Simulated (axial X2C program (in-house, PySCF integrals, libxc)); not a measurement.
## Excited states of HCl by EOM-EE-CCSD

Computed with an in-house all-electron X2C program for linear molecules (integrals from PySCF): two-component X2C with atomic mean-field Coulomb and Gaunt terms, Gaussian nuclei, basis Cl dyall-av3z, H dyall-av3z with contracted cores.

R = 1.282 Å (near the PBE0 minimum at charge 0 of the determinant lowest at the starting distance; the state shown can have its own minimum elsewhere).

Hartree–Fock spinors of HCl (one of each Kramers pair; a window near the gap, which can cut inner shells):

| ω | occupied | ε (eV) | character |
| --- | --- | --- | --- |
| 1/2 | yes | -30.53 | 63% Cl s, 19% H s, 13% H p |
| 1/2 | yes | -16.97 | 63% Cl p, 24% H s, 6% Cl s |
| 1/2 | yes | -13.01 | 83% Cl p, 9% H p, 8% H d |
| 3/2 | yes | -12.92 | 83% Cl p, 9% H p, 8% H d |
| 1/2 | no | 0.64 | 93% H s, 4% H p |
| 1/2 | no | 2.40 | 96% Cl p |
| 1/2 | no | 2.73 | 95% Cl p, 4% H p |
| 3/2 | no | 2.73 | 95% Cl p, 4% H p |
| 1/2 | no | 3.31 | 38% Cl s, 28% H s, 23% H p |
| 1/2 | no | 4.27 | 50% Cl s, 22% H p, 17% Cl d |

Vertical excitation energies from the closed-shell determinant state of HCl:

```csv
Ω,excitation (eV),cm⁻¹,hole of the leading pair,particle of the leading pair,weight of the pair (for Ω = 0 its time-reversed partner can hold as much again),singles weight
2,7.317,59015,"83% Cl pπ, 9% H pπ, 8% H dπ","32% H sσ, 20% H pσ, 18% Cl dσ",0.95,0.95
1,7.351,59290,"83% Cl pπ, 9% H pπ, 8% H dπ","32% H sσ, 20% H pσ, 18% Cl dσ",0.54,0.95
0⁻,7.391,59609,"83% Cl pπ, 9% H pπ, 8% H dπ","32% H sσ, 20% H pσ, 18% Cl dσ",0.47,0.95
0⁺,7.391,59613,"83% Cl pπ, 9% H pπ, 8% H dπ","32% H sσ, 20% H pσ, 18% Cl dσ",0.47,0.95
1,7.852,63333,"83% Cl pπ, 9% H pπ, 8% H dπ","37% H sσ, 21% H pσ, 16% Cl sσ",0.54,0.94
2,9.372,75592,"83% Cl pπ, 9% H pπ, 8% H dπ","53% H sσ, 23% Cl dσ, 15% Cl sσ",0.95,0.95
1,9.406,75867,"83% Cl pπ, 9% H pπ, 8% H dπ","53% H sσ, 23% Cl dσ, 14% Cl sσ",0.57,0.95
0⁻,9.448,76203,"83% Cl pπ, 9% H pπ, 8% H dπ","53% H sσ, 23% Cl dσ, 15% Cl sσ",0.47,0.95
0⁺,9.448,76205,"83% Cl pπ, 9% H pπ, 8% H dπ","53% H sσ, 23% Cl dσ, 15% Cl sσ",0.47,0.95
1,9.778,78868,"83% Cl pπ, 9% H pπ, 8% H dπ","54% H sσ, 24% Cl dσ, 10% Cl sσ",0.56,0.95
```

This point took 24 s on 1 thread of Arm Neoverse N1 (shared host).

Reference electrons by ω block (each with its −ω partner): 1/2: 7, 3/2: 2. 8 electrons of HCl correlated (inner shells frozen), 88 natural virtual spinors (a truncated set); levels can be off by some tenths of an eV. Roots sought by Ω: (0: 5, 1: 4, 2: 3, 3: 1); the list ends where they run out and leaves out roots under 60 % singles weight. The solver can skip a root, and states that need a further excitation, which the method places far too high, are missing though they may lie low or lowest. T1 of the reference 0.006 (Lee–Taylor). Number of frozen shells: Cl 2 s, 1 p; H none.
